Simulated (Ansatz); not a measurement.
# SiNH (singlet): from Hartree-Fock to the top rungs, 6-31G

How much of the correlation energy of SiNH (singlet) does each wave-function method recover here?

The runs use Ansatz 0.2.0, Gaussian basis; 6-31G, core rule «outside noble gas», up to 6 orbitals frozen.

To be run: UHF; CCSD(T) on RHF; CCSD(T) on UHF; BCCD(T) on RHF; CISD; CCSDT(Q) on RHF; CCSDT(Q) on UHF; CISDTQ; CCSDTQ on RHF; CCSDTQ on UHF; CASSCF and MRCISD+Q, 10 electrons in 9 orbitals; CASSCF and NEVPT2, 10 electrons in 9 orbitals; Full CI.

11 further runs of the same task are left out: 2 that didn't finish, 9 set aside as unsound or not needed.

**1. The geometry**

The geometry is a PBE0/def2-TZVP stationary point (not a proven minimum).

3 atoms, charge 0, spin multiplicity 1.

Atoms are counted from 1 here; the program's logs count them from 0.

Bond lengths: Si1–N2 1.557 Å, Si1–H3 1.487 Å. Angles: N2–Si1–H3 180.0°.

**2. UHF**

Input file in.yaml:

```yaml
crystal:
  periodic: [false, false, false]
  atoms:
    - {symbol: Si, position_ang: [0.000000, 0.000000, 0.023261]}
    - {symbol: N, position_ang: [0.000000, 0.000000, -1.533674]}
    - {symbol: H, position_ang: [0.000000, 0.000000, 1.510413]}
basis:
  gaussian: {orbitals: 6-31G}
magnetization: {spin_polarized: true, initial_magnetization: 0}
hamiltonian: {xc: hf}
output: {orbitals: {seedname: orbitals}}
```

Started as:

```
$ ansatz run in.yaml --threads 1 --pin off --events-out ev --progress --plain --max-ram 2393MiB
```

After this run come: CCSD(T) on RHF; CCSD(T) on UHF; BCCD(T) on RHF; CISD; CCSDT(Q) on RHF; CCSDT(Q) on UHF; CISDTQ; CCSDTQ on RHF; CCSDTQ on UHF; CASSCF and MRCISD+Q, 10 electrons in 9 orbitals; CASSCF and NEVPT2, 10 electrons in 9 orbitals; Full CI.

Before running them: what should the planned runs give, taken together? Wanted: FCI below the RHF energy; RMP2 from FCI; RCCSD from FCI; RCCSD(T) from FCI; RCCSDT(Q) from FCI; NEVPT2 valence from FCI; MRCISD+Q valence from FCI; T1 diagnostic; effectively unpaired electrons.

The runs gave:

```
                         quantity                                       value
         FCI below the RHF energy                                  -6.3567 eV
                    RMP2 from FCI                                   +15.4 meV
                   RCCSD from FCI                                  +378.7 meV
                RCCSD(T) from FCI                                   +72.0 meV
               RCCSDT(Q) from FCI                                   -11.7 meV
          NEVPT2 valence from FCI                                  +371.4 meV
        MRCISD+Q valence from FCI                                   +26.0 meV
levels within 1 kcal/mol (43 meV)  RMP2, RCCSDT(Q), RCCSDTQ, MRCISD+Q valence
                    T1 diagnostic                                       0.027
   effectively unpaired electrons                                        0.26
```

**Reading.** RCCSD(T) lands +72.0 meV from the yardstick (1.1 % of the correlation energy). RCCSDT(Q) falls below full CI, which methods that aren't variational can do. The occupations show some static correlation. Of the multireference levels listed MRCISD+Q valence comes nearest in total energy (+26.0 meV), which doesn't show that its space is the better one. These misses are within one basis, not against nature.
